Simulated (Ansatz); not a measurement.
Working through an active-space calculation of CH3N, SMILES C=N

With Ansatz 0.2.0 through its Python package.

The cells in order, each with its output:

In [1]:
```python
import ansatz as az
from rdkit import Chem
from rdkit.Chem import AllChem

# a force-field geometry from the SMILES
rd = Chem.AddHs(Chem.MolFromSmiles("C=N"))
AllChem.EmbedMolecule(rd, randomSeed=396)
AllChem.UFFOptimizeMolecule(rd)
mol = az.Crystal.molecule()
for atom, xyz in zip(rd.GetAtoms(), rd.GetConformer().GetPositions()):
    mol = mol.atom(atom.GetSymbol(), xyz.round(5).tolist())
```

In [2]:
```python
job = (
    mol.calculation()
    .basis(gaussian="6-31G*")
    .correlation(active_electrons=6, active_orbitals=6)
)
for method in [None]:
    r = (job if method is None else job.correlation(method)).run().report
    space = r["configurations"]
    state = space["states"][0]
    print(method or "casscf", f"total {r['free_energy_ev'] / 27.211386246:.6f} Ha, active-space state {state['energy']['hartree']:.6f} Ha, mean field {r['reference_energy_ev'] / 27.211386246:.6f} Ha")
    print("  determinants", state["n_determinants"], " natural occupations", [round(n, 3) for n in space["natural_occupations"]])
print("effectively unpaired electrons, sum of min(n, 2 - n):", round(sum(min(n, 2 - n) for n in space["natural_occupations"]), 3))
```
```text
casscf total -94.115894 Ha, active-space state -94.115894 Ha, mean field -94.022485 Ha
  determinants 400  natural occupations [1.98, 1.978, 1.926, 0.074, 0.023, 0.019]
effectively unpaired electrons, sum of min(n, 2 - n): 0.232
```

Notes:
- Total energies depend on the basis set; only differences at equal settings carry meaning.
- The geometry is a force-field or estimated start, not a minimum of this method, and the basis set is short of its limit. The active space starts as a window about the frontier orbitals and is then optimised, not chosen by chemistry.
- Timing: 1.6 s on 1 thread of Arm Neoverse V1 (shared host), peak memory 0.2 GiB.
